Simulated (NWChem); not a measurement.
## Correlation energy of OS

```
O
S 1 1.5018
```
Charge 0, spin multiplicity 3.

Everything below was run with NWChem. All single points use one geometry, from UPBE0/def2-SVP, a minimum by its harmonic frequencies.

Basis set: cc-pVTZ. Each correlation energy counts from its own Hartree-Fock reference.

| method | correlation energy (mHa) |
|---|---|
| CCSD[T] on UHF | -409.3 |
| CCSD[T] on ROHF | -428.0 |
| CCSD(T) on ROHF | -426.7 |
| CCSD on ROHF | -406.0 |
| URI-MP2 | -377.1 |
| SCS-UMP2 | -362.0 |
| CCSD on UHF | -389.6 |
| CCSD(T) on UHF | -408.3 |
| UMP2 | -377.1 |

The values span 66.0 mHa, from CCSD[T] on ROHF (lowest) to SCS-UMP2 (highest). 

The correlated methods keep 6 core orbitals frozen. The structure started from a generated list of species. The unpaired electrons of the parent sit in orbitals of symmetry b1 and b2 (C2v labels of the run); other states weren't searched. No SCF solution was tested for a lower state. Open-shell Hartree-Fock references start from PBE0 orbitals. Coupled-cluster values serve here as a point of comparison, not as the truth.
